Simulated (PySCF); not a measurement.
# PN: frontier orbitals

PBE at R = 1.482 Å; basis P def2-TZVPPD, N def2-TZVPPD; no relativity; PySCF 2.14. State: ¹Σ⁺ (singlet), closed shell. Only the outer orbitals are listed, counted within each symmetry.

```json
{"orbital": "5σ", "occ.": "2", "ε (eV)": "-21.24", "on P (%)": "40", "main shells (%)": "54 N s, 28 P s, 10 P p"}
{"orbital": "6σ", "occ.": "2", "ε (eV)": "-12.22", "on P (%)": "75", "main shells (%)": "61 P s, 19 N s, 13 P p"}
{"orbital": "2π", "occ.": "2", "ε (eV)": "-8.36", "on P (%)": "47", "main shells (%)": "52 N p, 45 P p"}
{"orbital": "2π", "occ.": "2", "ε (eV)": "-8.36", "on P (%)": "47", "main shells (%)": "52 N p, 45 P p"}
{"orbital": "7σ", "occ.": "2", "ε (eV)": "-7.73", "on P (%)": "29", "main shells (%)": "49 N p, 27 P p, 22 N s"}
{"orbital": "3π", "occ.": "0", "ε (eV)": "-3.34", "on P (%)": "66", "main shells (%)": "54 P p, 34 N p, 12 P d"}
{"orbital": "3π", "occ.": "0", "ε (eV)": "-3.34", "on P (%)": "66", "main shells (%)": "54 P p, 34 N p, 12 P d"}
{"orbital": "8σ", "occ.": "0", "ε (eV)": "-0.02", "on P (%)": "24", "main shells (%)": "73 N s, 50 P d"}
```

Which are the highest filled and the lowest empty level, where do they sit, and how wide is the gap?

Highest filled 7σ at -7.73 eV (in %: 49 N p, 27 P p, 22 N s); lowest empty 3π at -3.34 eV (in %: 54 P p, 34 N p, 12 P d); the gap at PBE is 4.39 eV.

- bond order (Mayer): 2.91
- ⟨S²⟩: 0.000
- charge on P (Mulliken, basis-dependent): 0.22
- charge on P (Löwdin, basis-dependent): 0.54
- dipole moment (positive dipole means P(−)N(+)): -2.71 D
- polarisability along the bond: 36.9 bohr³
- polarisability across the bond: 24.0 bohr³
